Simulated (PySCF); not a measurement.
Löwdin shares of the frontier orbitals

Acetyl chloride, C2H3ClO.
Z-matrix (Å and degrees, PBE0-D3(BJ)/def2-SVP geometry), rows numbered from 1:
```
C 
C   1  1.4945
O   2  1.1815  1  127.79
Cl  2  1.7972  1  111.56  3   179.93
H   1  1.0972  2  109.48  3     0.14
H   1  1.0995  2  109.44  3  -121.18
H   1  1.0995  2  109.51  3   121.53
```

Level of theory: TDDFT CAM-B3LYP/def2-SVPD, vertical, gas phase, core orbitals frozen in the response (PySCF).

Frontier orbitals with the atoms that hold most of them (Löwdin shares over 4%, at most four atoms; ? is withheld):

```json
{"orbital": "HOMO-3", "ε (eV)": "-12.96", "atoms": "O3 30%, C1 28%, C2 15%, H6 11%"}
{"orbital": "HOMO-2", "ε (eV)": "-10.86", "atoms": "Cl4 78%, O3 11%, C2 10%"}
{"orbital": "HOMO-1", "ε (eV)": "-10.77", "atoms": "?"}
{"orbital": "HOMO", "ε (eV)": "-10.14", "atoms": "?"}
{"orbital": "LUMO", "ε (eV)": "-0.02", "atoms": "C2 40%, O3 33%, Cl4 11%, C1 8%"}
{"orbital": "LUMO+1", "ε (eV)": "1.07", "atoms": "Cl4 26%, C1 26%, C2 15%, H5 10%"}
{"orbital": "LUMO+2", "ε (eV)": "1.52", "atoms": "Cl4 56%, C2 16%, C1 12%, H7 5%"}
```

(1) Which atoms hold the HOMO-1, and with what shares?

(2) Give the leading atoms of the HOMO.

(3) How does S1 compare with the orbital gap of 10.12 eV?

(4) Give energy, strength and leading configuration of S1, S2, S3 and S6, and follow the Löwdin shares of the leading atoms from the occupied to the empty orbital.

Answers

(1) Cl4 (bonded to C) 78%; C2 (bonded to C, Cl and O) 9%; C1 (bonded to C and 3 H) 8%. By element: chlorine 78%, carbon 16%.

(2) O3 (bonded to C) 54%; Cl4 (bonded to C) 30%; C2 (bonded to C, Cl and O) 7%; C1 (bonded to C and 3 H) 7%. By element: oxygen 54%, chlorine 30%, carbon 14%.

(3) S1 is at 5.22 eV (f = 0.0001), 4.91 eV below the gap, made of HOMO→LUMO (95%). Without the coupling terms of the response equations the lowest excitation would equal the gap.

(4) 
- S1 (5.22 eV, f 0.0001), HOMO→LUMO (95%): O3 54% → 33%, Cl4 30% → 11%, C2 7% → 40%; low, almost dark, from the terminal oxygen into the C=O bond, the pattern of n→π*
- S2 (6.72 eV, f 0.0001), HOMO-1→LUMO (96%): Cl4 78% → 11%, C2 9% → 40%, O3 at most 4% → 33%
- S3 (7.07 eV, f 0.0093), HOMO-2→LUMO (78%): Cl4 78% → 11%, O3 11% → 33%, C2 10% → 40%
- S6 (8.29 eV, f 0.098), HOMO→LUMO+1 (70%): O3 54% → at most 11%, Cl4 30% → 26%, C1 7% → 26%

Hardware: one thread of an Arm Neoverse V1, no GPU (shared host). Cost: 40 s wall, 0.53 GiB resident at most.
